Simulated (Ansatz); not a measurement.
**Energy profile**

The step: BSiH₆Cl ([SiH3][BH2][ClH]) → BSiH₆Cl ([Cl][BH2]1[H][SiH3]1); bonds formed: B1–H5, Si2–H5; dative contacts that become bonds: B1–Cl6; bonds broken: H5–Cl6; bonds weakened to dative contacts: B1–Si2 (atoms numbered as in the saddle structure below).

| atom | x (Å) | y (Å) | z (Å) |
| --- | --- | --- | --- |
| B1 | -0.9856 | -0.2068 | 0.0988 |
| Si2 | 1.0477 | -0.4181 | -0.1369 |
| H3 | -1.6039 | -0.4403 | -0.8925 |
| H4 | -1.3733 | -0.5297 | 1.1782 |
| H5 | -0.2812 | 1.2678 | 0.0941 |
| Cl6 | -1.4104 | 2.0270 | 0.2446 |
| H7 | 1.1228 | -1.9062 | -0.1707 |
| H8 | 1.6033 | 0.1245 | -1.4057 |
| H9 | 1.8807 | 0.0818 | 0.9901 |

Electronic energies by CCSD(T) at an estimated basis limit (MP2 extrapolated from triple and quadruple zeta, plus CCSD(T) − MP2 in triple zeta), on PBE0-D4/def2-TZVP structures; BSiH6Cl, closed shell; no counterpoise correction. Program: Ansatz 0.2.0. Basis: def2-TZVPP and def2-QZVPP. Cores are frozen in the correlated methods. Extrapolation: Hartree–Fock as exp(−7.88 √X), correlation as X^−2.97.

Q: Give the profile in kJ/mol, counted from the separated reactants. (An estimate is asked for; the value comes from the calculation.)

A: Computed:
| point | kJ/mol |
| --- | --- |
| separated: BSiH5 (linked as [BH2][SiH3]; B1, Si2, H3, H4, H7, H8, H9; singlet) + HCl (H5, Cl6; singlet) | 0.0 |
| start structure | -19.9 |
| saddle | 22.4 |
| end structure | -117.7 |
| separated: BH2Cl (linked as [BH2][Cl]; B1, H3, H4, Cl6; singlet) + SiH4 (Si2, H5, H7, H8, H9; singlet) | -119.6 |

The T1 diagnostic stays at or below 0.013.

For scale, one of the runs: CCSD(T)/def2-TZVPP, 199 basis functions, launched by `ansatz run in.yaml --threads 2 --pin off --events-out ev --progress --plain --max-ram 4352MiB`. Hardware: 2 CPU threads of an Arm Neoverse V2, shared host. Wall time 42 s; peak host memory 2.2 GiB.
